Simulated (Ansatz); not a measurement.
**CH2NO+ (SMILES [NH2+]=C=O): functionals against CCSD(T) at one geometry**

One table from this session's results is given with a row withheld; the runs are named, their logs left out.

The runs use Ansatz 0.2.0, Gaussian basis; single points in def2-TZVPP.

Correlated methods freeze the cores.

## Where the work starts

SMILES `[NH2+]=C=O`, 5 atoms, charge 1, spin multiplicity 1.

Atoms are counted from 1 here; the program's logs count them from 0.

Bond lengths: N1–C2 1.259 Å, N1–H4 1.069 Å, N1–H5 1.058 Å, C2–O3 1.079 Å. Angles: C2–N1–H4 119.4°, C2–N1–H5 125.8°, H4–N1–H5 113.5°, N1–C2–O3 174.6°.

As a file:

| atom | x (Å) | y (Å) | z (Å) |
| --- | --- | --- | --- |
| N1 | -0.2939 | 0.3611 | -0.1523 |
| C2 | 0.4589 | -0.6042 | 0.1425 |
| O3 | 1.1749 | -1.3881 | 0.3361 |
| H4 | -1.3537 | 0.2410 | -0.0792 |
| H5 | 0.0096 | 1.3663 | -0.2806 |

Set-up of the first run:

File run/in.yaml:

```yaml
crystal:
  periodic: [false, false, false]
  atoms:
    - {symbol: N, position_ang: [-0.293900, 0.361100, -0.152300]}
    - {symbol: C, position_ang: [0.458900, -0.604200, 0.142500]}
    - {symbol: O, position_ang: [1.174900, -1.388100, 0.336100]}
    - {symbol: H, position_ang: [-1.353700, 0.241000, -0.079200]}
    - {symbol: H, position_ang: [0.009600, 1.366300, -0.280600]}
basis:
  gaussian: {orbitals: def2-TZVPP}
total_charge: 1
correlation: {method: ccsd_t}
output: {forces: true}
```

No record of the launch command was kept for these runs.

Among the steps run: CCSD(T)/def2-TZVPP; PBE0-D4/def2-TZVPP; wB97M-V/def2-TZVPP; r2SCAN-D4/def2-TZVPP; PBE-D4/def2-TZVPP; LC-wPBE/def2-TZVPP; r2SCANh-D4/def2-TZVPP.

One of the session's tables, all rows but one given; the rest of the session is left out.

| method | RMS force component (eV/Å) | angle to CCSD(T) forces (°) |
| --- | --- | --- |
| CCSD(T) | 2.916 | reference |
| PBE0-D4 | ? | ? |
| wB97M-V | 2.564 | 2.3 |
| r2SCAN-D4 | 2.794 | 5.0 |
| PBE-D4 | 3.107 | 6.5 |
| LC-wPBE | 2.498 | 3.6 |
| r2SCANh-D4 | 2.633 | 4.9 |

Q: Estimate the row for PBE0-D4 from the others.

As computed: RMS force component (eV/Å): 2.589; angle to CCSD(T) forces (°): 4.2. In the column «RMS force component (eV/Å)» it lies between wB97M-V (2.564) and r2SCANh-D4 (2.633).
